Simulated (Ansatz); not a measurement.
**AlB⁻, quartet: reading a ladder of total energies**

Geometry: a point of a stretch scan, not a stationary point.

```xyz
2

B     0.0000    0.0000    0.0000
Al    0.0000    0.0000    1.6230
```

Basis aug-cc-pVDZ; Ansatz 0.2.0. Correlated methods freeze the noble-gas cores, which leaves 7 electrons in 44 orbitals. Prefix R: restricted or restricted open-shell reference; prefix U: unrestricted.

Full CI isn't at hand for all of this; UCCSDT(Q) serves as the reference, and is uncertain by about the last step of the cluster series.

Runs differ by some tens of microhartree through their thresholds and, for an open shell, their frozen cores, so steps under 0.03 kcal/mol mean nothing.

```
    level  total energy (hartree)
      UHF             -266.407858
     UMP2             -266.509280
    UCCSD             -266.538999
 UCCSD(T)             -266.545748
   UCCSDT             -266.547638
UCCSDT(Q)             -266.548169
```

What is the correlation energy at UCCSDT(Q), and what share of it do UMP2 and UCCSDT recover?

E(corr) = -266.548169 − (-266.407858) = -0.140311 hartree = -3.818 eV. UMP2: -0.101422 / -0.140311 = 72.28 %. UCCSDT: -0.139780 / -0.140311 = 99.62 %.

By how many kcal/mol does UCCSD(T) miss UCCSDT(Q) (1 hartree = 627.509 kcal/mol), and which steps make up the rest?

-266.545748 − (-266.548169) = 0.002421 hartree = 1.52 kcal/mol. Steps: UCCSDT − UCCSD(T) = -1.19, UCCSDT(Q) − UCCSDT = -0.33 kcal/mol. Differences between like states or geometries often cancel part of this.
